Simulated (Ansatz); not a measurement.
in.yaml

```yaml
crystal:
  periodic: [false, false, false]
  atoms:
    - {symbol: H, position_ang: [0.000000, 0.000000, -1.112333]}
    - {symbol: H, position_ang: [0.000000, 0.000000, -0.186333]}
    - {symbol: Cl, position_ang: [0.000000, 0.000000, 1.298667]}
basis:
  gaussian: {orbitals: cc-pVDZ}
magnetization: {spin_polarized: false, initial_magnetization: 1}
correlation: {method: fic_mrcisd_q, electrons: outside_noble_gas, active_space: {window: {electrons: 3, orbitals: 3}}}
```

```sh
$ ansatz run in.yaml --threads 1 --pin off --events-out ev --progress --plain --max-ram 2816MiB --backend cpu
```

The program prints:

```
282 factors; integrals over basis functions are off by at most 1.0e-3 eV
mean field evaluation 1: about -12531.8675 eV, gradient 9.3e0 eV
mean field evaluation 2: about -12531.8775 eV, gradient 9.2e0 eV
mean field evaluation 4: about -12532.3478 eV, gradient 7.8e-1 eV
mean field evaluation 8: about -12532.3532 eV, gradient 6.9e-3 eV
mean field evaluation 16: about -12530.7629 eV, gradient 1.6e-2 eV
mean field evaluation 32: about -12530.7629 eV, gradient 1.6e-2 eV
mean field -12532.35323564 eV, -460.5554866758 hartree, gradient 8.7e-7 eV, S^2 0.750000; 3 other end points of the search recorded, 0 dependent functions left out
reference -12532.35323564 eV, -460.5554866758 hartree; 10, 9 occupied and 18, 19 virtual orbitals, 282 factors
state -12533.11717761 eV, -460.5835610252 hartree
contracted CI cycle   1: correlation 0.00000000 eV, 0.0000000000 hartree, residual 1.75e1 eV
contracted CI cycle   2: correlation -4.05403267 eV, -0.1489829528 hartree, residual 2.28e0 eV
contracted CI cycle   3: correlation -4.13194624 eV, -0.1518462234 hartree, residual 5.24e-1 eV
contracted CI cycle   4: correlation -4.13610654 eV, -0.1519991117 hartree, residual 1.26e-1 eV
contracted CI cycle   5: correlation -4.13635661 eV, -0.1520083018 hartree, residual 4.51e-2 eV
contracted CI cycle   6: correlation -4.13638962 eV, -0.1520095149 hartree, residual 1.67e-2 eV
contracted CI cycle   7: correlation -4.13639379 eV, -0.1520096680 hartree, residual 5.08e-3 eV
contracted CI cycle   8: correlation -4.13639420 eV, -0.1520096832 hartree, residual 1.42e-3 eV
state -12533.11717761 eV, -460.5835610252 hartree; corrected -12537.49960296 eV, -460.7446121863 hartree
Total energy: -12537.49960296 eV, -460.7446121863 hartree
```

Natural occupations: 1.9644 0.9999 0.0357.

For the same geometry and basis full CI lies 2.4 meV lower.

Ran on 1 thread of AMD EPYC 7R13, shared host: 0.61 s wall, 0.14 GiB peak host memory.
